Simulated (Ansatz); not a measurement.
A made-up structure of CH3NSi, singlet:

| atom | x (Å) | y (Å) | z (Å) |
| --- | --- | --- | --- |
| N1 | 1.1226 | 0.8841 | -0.9124 |
| C2 | 0.3971 | 0.1979 | -0.2664 |
| Si3 | -0.2792 | -1.1865 | 0.7015 |
| H4 | 0.9758 | 1.8051 | -1.3019 |
| H5 | 2.0096 | 0.4424 | -0.6705 |
| H6 | -0.6829 | -0.3604 | 1.8874 |

It is relaxed with PBE-D4/def2-SVP and then PBE0-D4/def2-TZVP (Ansatz 0.2.0). Atoms count as bonded within 1.22 times the sum of their covalent radii (H–H: 0.88 Å). The end point is not checked to be a true minimum.

Task: Does its bonding change? (A judgement: the text doesn't fix the answer.)

Result: The calculation gives: No: no bond forms or breaks.

Where it ends: The first stage lowers the energy by 1.43 eV in 10 steps. It ends as CH₃NSi ([NH2][C][SiH]):
```xyz
6
angstrom
N 1.1918 0.8307 -0.7585
C 0.4208 0.0128 -0.1357
Si -0.6091 -1.1592 0.5600
H 0.8349 1.6290 -1.2717
H 2.2014 0.7370 -0.7514
H -0.4969 -0.2677 1.7949
```

Labels in which every atom is bracketed show which atoms are joined, not bond orders.

For scale, one of the runs: PBE0-D4/def2-TZVP relaxation, 117 basis functions, launched by `ansatz run in.yaml --threads 2 --pin off --events-out ev --progress --plain --max-ram 4352MiB`. The run took about 29 s on 2 CPU threads of an Intel Xeon Platinum 8259CL (shared host).
